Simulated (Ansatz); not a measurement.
# H₂O+ (doublet): from Hartree-Fock to the top rungs at angle H2–O1–H3 = 137.1°, cc-pVDZ

Aim: climb from Hartree-Fock through coupled cluster and multireference methods for H₂O+ (doublet) at one geometry and basis, and see what each rung misses.

Method: cc-pVDZ, core rule «outside noble gas», up to 1 orbitals frozen; program: Ansatz 0.2.0, Gaussian basis.

The runs, in order: UHF; CCSD(T) on ROHF; CCSD(T) on UHF; BCCD(T) on ROHF; CISD; CCSDT(Q) on ROHF; CCSDT(Q) on UHF; CASSCF and MRCISD+Q, 3 electrons in 3 orbitals; CASSCF and NEVPT2, 3 electrons in 3 orbitals; CASSCF and MRCISD+Q, 7 electrons in 6 orbitals; CASSCF and NEVPT2, 7 electrons in 6 orbitals; Full CI.

11 further runs of the same task are left out: 3 for a mislabelled method, 5 that didn't finish, 3 set aside as unsound or not needed.

### Step 1. The geometry

The geometry derives from a PBE0/def2-TZVP stationary point (not a proven minimum). One angle is set to the value named; bond lengths are kept.

3 atoms, charge 1, spin multiplicity 2.

Atoms are counted from 1 here; the program's logs count them from 0.

Bond lengths: O1–H2 1.004 Å, O1–H3 1.004 Å. Angles: H2–O1–H3 137.1°.

### Step 2. UHF

Contents of in.yaml:

```yaml
crystal:
  periodic: [false, false, false]
  atoms:
    - {symbol: O, position_ang: [0.000000, -0.041076, 0.000000]}
    - {symbol: H, position_ang: [0.000000, 0.326005, -0.934280]}
    - {symbol: H, position_ang: [0.000000, 0.326005, 0.934280]}
basis:
  gaussian: {orbitals: cc-pVDZ}
total_charge: 1
magnetization: {spin_polarized: true, initial_magnetization: 1}
hamiltonian: {xc: hf}
output: {orbitals: {seedname: orbitals}}
```

On the command line:

```sh
$ ansatz run in.yaml --threads 1 --pin off --events-out ev --progress --plain --max-ram 2393MiB
```

After this run come: CCSD(T) on ROHF; CCSD(T) on UHF; BCCD(T) on ROHF; CISD; CCSDT(Q) on ROHF; CCSDT(Q) on UHF; CASSCF and MRCISD+Q, 3 electrons in 3 orbitals; CASSCF and NEVPT2, 3 electrons in 3 orbitals; CASSCF and MRCISD+Q, 7 electrons in 6 orbitals; CASSCF and NEVPT2, 7 electrons in 6 orbitals; Full CI.

Before running them: what should the planned runs give, taken together? Wanted: FCI below the RHF energy; RMP2 from FCI; UMP2 from FCI; RCCSD from FCI; RCCSD(T) from FCI; UCCSD(T) from FCI; RCCSDT(Q) from FCI; UCCSDT(Q) from FCI; NEVPT2 pair from FCI.

As calculated:

```
                         quantity                                                                                               value
         FCI below the RHF energy                                                                                          -4.7685 eV
                    RMP2 from FCI                                                                                     +11.95 kcal/mol
                    UMP2 from FCI                                                                                     +11.92 kcal/mol
                   RCCSD from FCI                                                                                      +1.64 kcal/mol
                RCCSD(T) from FCI                                                                                      +0.29 kcal/mol
                UCCSD(T) from FCI                                                                                      +0.27 kcal/mol
               RCCSDT(Q) from FCI                                                                                      +0.01 kcal/mol
               UCCSDT(Q) from FCI                                                                                      -0.01 kcal/mol
             NEVPT2 pair from FCI                                                                                     +10.37 kcal/mol
           MRCISD+Q pair from FCI                                                                                      +0.03 kcal/mol
          NEVPT2 valence from FCI                                                                                     +12.44 kcal/mol
levels within 1 kcal/mol (43 meV)  RCCSD(T), UCCSD(T), BCCD(T), RCCSDT, UCCSDT, RCCSDT(Q), UCCSDT(Q), MRCISD+Q pair, MRCISD+Q valence
                    T1 diagnostic                                                                                               0.013
   effectively unpaired electrons                                                                                                1.02
```

RCCSD(T) misses by +0.29 kcal/mol, 0.3 % of the correlation energy. One determinant dominates. Of the multireference levels listed MRCISD+Q pair comes nearest in total energy (+0.03 kcal/mol), which doesn't show that its space is the better one. These misses are within one basis, not against nature; the frozen cores of restricted and unrestricted runs differ, which can shift their rows.
